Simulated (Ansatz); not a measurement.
# Mo: a sweep of LAPW's plane-wave cutoff

An exercise on one series of results from a longer session: the logs are not shown, and one member is left open.

Method: DFT, PBE, all-electron LAPW, scalar-relativistic, in Ansatz 0.2.0.

1 further run of the same task is left out (set aside as unsound or not needed).

**The system as given**

It takes space group Im-3m (No. 229, cubic). The conventional cell has a = 3.160 Å, b = 3.160 Å, c = 3.160 Å, α = 90.00°, β = 90.00°, γ = 90.00°. Mo (site symmetry m-3m) is surrounded by 8 Mo at 2.74 Å.

Coordinates:

```
Mo
1.0
    -1.58002    1.58002    1.58002
     1.58002   -1.58002    1.58002
     1.58002    1.58002   -1.58002
Mo
1
Cartesian
  0.0000 0.0000 0.0000
```

The structure (bcc type) was typed from a prototype and relaxed by PAW; whether it is the ground state wasn't tested.

Set-up of the first run:

Input file input.yaml:

```yaml
crystal:
  lattice:
    - [-1.5800170242, 1.5800170242, 1.5800170242]
    - [1.5800170242, -1.5800170242, 1.5800170242]
    - [1.5800170242, 1.5800170242, -1.5800170242]
  atoms:
    - { symbol: Mo, position: [0.0, 0.0, 0.0] }
kpoints:
  mp_grid: { grid: [16, 16, 16] }
scf:
  occupations: { method: fermi_dirac, width: 0.03 }
hamiltonian:
  xc: pbe
  pseudopotentials: { kind: all_electron, lapw: { basis_error: 0.0005 } }
output:
  forces: true
  stress: true
  eigenvalues: true
basis:
  ecutwfc: 90
```

Among the steps run: With plane-wave cutoff typed as 90 eV; With plane-wave cutoff typed as 120 eV; With plane-wave cutoff typed as 220 eV; With plane-wave cutoff typed as 500 eV.

One table of the session follows, with a row left open; its other results are not shown here.

| cutoff (eV) | pressure (GPa) |
| --- | --- |
| 90 | 2.88 |
| 120 | ? |
| 220 | -0.01 |
| 500 | -0.01 |

Q: Estimate the row for cutoff (eV) = 120 from the others.

Worked estimate for «pressure (GPa)». A straight line through the neighbours (90, 2.88) and (220, -0.01) gives 2.88 + (-0.01 − 2.88) × (120 − 90) / (220 − 90) = 2.21; a parabola fitted to 3 rows on both sides gives 2.05.

**Answer.** pressure (GPa): 0.39. In «pressure (GPa)» the line misses by +1.82 and the parabola by +1.66. Between these rows the values bend or scatter more than so simple an estimate can follow.

Energies are those extrapolated to zero smearing.
